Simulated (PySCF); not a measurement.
Electric properties by functional and basis

Species: cyclobutadiene, C4H4.
Numbering: `[CH:1]1=[CH:2][CH:3]=[CH:4]1` (hydrogens: H5 on C1; H6 on C2; H7 on C3; H8 on C4)

PySCF, dipoles from the SCF density, polarisabilities from static response with core orbitals frozen. Geometry: PBE0-D3(BJ)/def2-SVP; no solvent, vibrations or thermal averaging.

The anisotropy is √(½[(α1 − α2)² + (α2 − α3)² + (α3 − α1)²]).

```json
{"level": "LDA/def2-SVPD", "α (Å³)": "6.50", "anisotropy (Å³)": "2.76"}
{"level": "PBE/def2-SVPD", "α (Å³)": "6.47", "anisotropy (Å³)": "2.79"}
{"level": "B3LYP/def2-SVPD", "α (Å³)": "6.42", "anisotropy (Å³)": "2.78"}
{"level": "PBE0/def2-SVPD", "α (Å³)": "6.35", "anisotropy (Å³)": "2.71"}
{"level": "BHandHLYP/def2-SVPD", "α (Å³)": "6.33", "anisotropy (Å³)": "2.74"}
{"level": "CAM-B3LYP/def2-SVPD", "α (Å³)": "6.34", "anisotropy (Å³)": "2.75"}
{"level": "wB97X-D/def2-SVPD", "α (Å³)": "6.37", "anisotropy (Å³)": "2.65"}
{"level": "LC-wPBE/def2-SVPD", "α (Å³)": "6.16", "anisotropy (Å³)": "2.65"}
{"level": "HF/def2-SVPD", "α (Å³)": "6.34", "anisotropy (Å³)": "2.74"}
{"level": "PBE0/6-31G*", "α (Å³)": "4.92", "anisotropy (Å³)": "4.12"}
{"level": "PBE0/def2-SVP", "α (Å³)": "5.25", "anisotropy (Å³)": "3.68"}
{"level": "PBE0/6-31+G*", "α (Å³)": "6.05", "anisotropy (Å³)": "2.89"}
{"level": "PBE0/aug-cc-pVDZ", "α (Å³)": "6.64", "anisotropy (Å³)": "2.60"}
{"level": "PBE0/def2-TZVP", "α (Å³)": "6.04", "anisotropy (Å³)": "3.09"}
{"level": "PBE0/def2-TZVPD", "α (Å³)": "6.61", "anisotropy (Å³)": "2.69"}
{"level": "PBE0/aug-cc-pVTZ", "α (Å³)": "6.70", "anisotropy (Å³)": "2.62"}
```

No reference polarisability is at hand; against PBE0 in the largest diffuse basis at hand (aug-cc-pVTZ) the other PBE0 rows deviate by 6-31G* -27%, def2-SVP -22%, 6-31+G* -10%, def2-SVPD -5%, aug-cc-pVDZ -1%, def2-TZVP -10%, def2-TZVPD -1%. The dipole stays under 0.05 D at every level. In one basis (def2-SVPD) the functionals order the polarisability from LC-wPBE (lowest) to LDA (highest), a spread of 6%. With PBE0 the polarisability is 5.41 Å³ without diffuse functions (mean of 6-31G*, def2-SVP and def2-TZVP) and 6.47 Å³ with them (mean of 6-31+G*, def2-SVPD, aug-cc-pVDZ, def2-TZVPD and aug-cc-pVTZ).
